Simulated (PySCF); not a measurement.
Species: C3H5NS.
Atom-mapped SMILES: `[N:1]#[C:2][CH2:3][CH2:4][SH:5]` (hydrogens: H6, H7 on C3; H8, H9 on C4; H10 on S5)

Level of theory: PBE0-D3(BJ)/def2-SVP geometry optimisation, gas phase in PySCF.

(1) Give the optimised bond lengths and angles.

Answers

(1) 
```csv
bond,length (bohr)
N1≡C2,2.187
C2–C3,2.756
C3–C4,2.889
C4–S5,3.426
"C3–H6, C3–H7",2.082
"C4–H8, C4–H9",2.079
S5–H10,2.552
```

Bonds in one row agree within 0.02 bohr and their mean is given. A selection of angles:
```csv
angle,degrees
N1–C2–C3,178.5
C2–C3–C4,112.3
C2–C3–H6,108.4
C2–C3–H7,109.1
C4–C3–H6,110.4
H6–C3–H7,106.6
C3–C4–S5,113.1
C3–C4–H8,110.1
C3–C4–H9,111.0
S5–C4–H8,105.1
S5–C4–H9,110.4
H8–C4–H9,106.8
C4–S5–H10,96.6
```

Dihedral angles: C2–C3–C4–S5 -178° (antiperiplanar); H10–S5–C4–C3 -70° (synclinal). The mirror-image conformer, all signs reversed, is as good.

The 5 heavy atoms lie in one plane (0.018 Å rms). The C–C distances run from 1.459 Å (C2–C3, drawn single) to 1.529 Å (C3–C4, drawn single), a spread of 0.070 Å.

PBE0-D3(BJ)/def2-SVP frequencies: not computed here. One conformer, not necessarily the lowest (C2–C3–C4–S5 -178°, C3–C4–S5–H -70°).

On Arm Neoverse V1, one thread, no GPU (shared host), this took 13 s. These figures are those of the optimisation.
